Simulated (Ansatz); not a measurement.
in.yaml

```yaml
crystal:
  periodic: [false, false, false]
  atoms:
    - {symbol: Al, position_ang: [0.000000, -0.006726, 1.308612]}
    - {symbol: P, position_ang: [0.000000, -0.115213, -1.080607]}
    - {symbol: H, position_ang: [0.000000, 3.720526, -1.823409]}
basis:
  gaussian: {orbitals: 6-31G}
magnetization: {spin_polarized: false, initial_magnetization: 3}
correlation: {method: ccsdt_q, electrons: outside_noble_gas}
```

```sh
$ ansatz run in.yaml --threads 1 --pin off --events-out ev --progress --plain --max-ram 2393MiB
```

Output:

```
549 factors; integrals over basis functions are off by at most 1.1e-7 eV
mean field evaluation 1: about -15863.0653 eV, gradient 8.7e0 eV
mean field evaluation 2: about -15863.0678 eV, gradient 8.7e0 eV
mean field evaluation 4: about -15865.1413 eV, gradient 2.7e0 eV
mean field evaluation 8: about -15865.2294 eV, gradient 2.8e-1 eV
mean field evaluation 16: about -15865.2353 eV, gradient 2.2e-2 eV
mean field evaluation 32: about -15865.2243 eV, gradient 3.6e-1 eV
mean field evaluation 64: about -15856.8972 eV, gradient 1.9e1 eV
mean field evaluation 96: about -15865.2310 eV, gradient 2.9e-6 eV
mean field evaluation 128: about -15860.6086 eV, gradient 8.4e0 eV
mean field evaluation 160: about -15863.1881 eV, gradient 5.8e0 eV
...
cycle  30  -2.52346965 eV  change    3.2e-6 eV  update   6.3e-6
cycle  31  -2.52346652 eV  change    3.1e-6 eV  update   4.7e-6
cycle  32  -2.52346748 eV  change   -9.7e-7 eV  update   3.4e-6
cycle  33  -2.52346889 eV  change   -1.4e-6 eV  update   2.8e-6
cycle  34  -2.52346941 eV  change   -5.2e-7 eV  update   2.3e-6
cycle  35  -2.52346908 eV  change    3.3e-7 eV  update   1.9e-6
cycle  36  -2.52346826 eV  change    8.2e-7 eV  update   1.6e-6
cycle  37  -2.52346790 eV  change    3.6e-7 eV  update   1.3e-6
cycle  38  -2.52346774 eV  change    1.6e-7 eV  update   1.2e-6
cycle  39  -2.52346769 eV  change    4.7e-8 eV  update   1.1e-6
perturbative correction -0.00715941 eV, -0.0002631034 hartree
Total energy: -15867.76585561 eV, -583.1296396358 hartree
```

For the same geometry and basis full CI lies 0.4 meV higher.

Ran on 1 thread of Arm Neoverse V2, shared host: 7 s wall, 0.23 GiB peak host memory.
